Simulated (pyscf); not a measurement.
**Four-centre exchange: `[Cl][V]([Cl])([Cl])[Cl]` [doublet] + `[SH2]` → `[SH][V]([Cl])([Cl])[Cl]` [doublet] + `[ClH]`**

Gas phase, doublet surface, charge 0. Bonds broken: V1–Cl2, S6–H7. Bonds formed: V1–S6, Cl2–H7. Single points on ωB97X-D3(BJ)/def2-SVP structures (PySCF, gas phase).

Transition state (Å):

```xyz
8

V     -0.8264    -0.7743     0.3252
Cl     1.1359    -0.0033     1.6999
Cl     0.3312    -2.4687    -0.2336
Cl    -2.3412    -0.8185    -1.1867
Cl    -1.8980    -1.1733     2.1057
S     -0.2855     1.4350    -0.4965
H      0.8761     0.9852     0.5894
H      0.1900     0.9635    -1.6686
```

One imaginary mode, 739i cm⁻¹; descent along it reached the two sides named, in the forms told below.

| bond | change | reactant side (Å) | saddle | product side |
|---|---|---|---|---|
| V1–Cl2 | breaks | 2.155 | 2.517 | 2.9 |
| S6–H7 | breaks | 1.349 | 1.652 | 3.6 |
| V1–S6 | forms | 2.7 | 2.418 | 2.178 |
| Cl2–H7 | forms | 3.1 | 1.509 | 1.288 |

Electronic energies relative to the separated reactants (kcal/mol):

```csv
level,barrier,reaction energy,reverse barrier
ωB97X-D3(BJ)/def2-TZVP,17.7,+5.3,12.4
PBE/def2-TZVP,16.9,+5.3,11.6
r²SCAN/def2-TZVP,17.7,+6.1,11.6
B3LYP-D3(BJ)/def2-TZVP,19.5,+6.1,13.4
PBE0-D3(BJ)/def2-TZVP,16.8,+5.4,11.5
M06-2X/def2-TZVP,20.8,+6.2,14.6
ωB97M-D3(BJ)/def2-TZVP,22.5,+6.3,16.2
HF/def2-TZVP,45.8,+10.3,35.5
```

With ωB97M-D3(BJ)/def2-TZVP energies and thermal terms (ideal gas, 1 atm, RRHO with modes under 100 cm⁻¹ raised to 100, one conformer, R ln 2 for chiral ones without a mode under 150 cm⁻¹), in kcal/mol:

| T (K) | ΔH‡ | ΔG‡ | ΔH | ΔG |
|---|---|---|---|---|
| 298 | 21.0 | 31.8 | +6.2 | +5.8 |
| 600 | 21.6 | 42.5 | +6.7 | +5.2 |
| 900 | 22.5 | 52.8 | +7.1 | +4.3 |
| 1200 | 23.4 | 62.8 | +7.5 | +3.4 |

On the reactant side the descent ends in an adduct with a S–V contact (not fully relaxed), 7.7 kcal/mol under the separated species and 25.4 kcal/mol under the saddle at ωB97X-D3(BJ)/def2-TZVP. What is counted as formed (S–V) is already present as a longer contact in the reactant adduct; forming that adduct is a step of its own. This is the saddle that the search found; another between the same sides may lie lower. Open-shell species with a d-block atom are single-reference here; other states, and whether the spin sits on metal or ligand, were not checked.
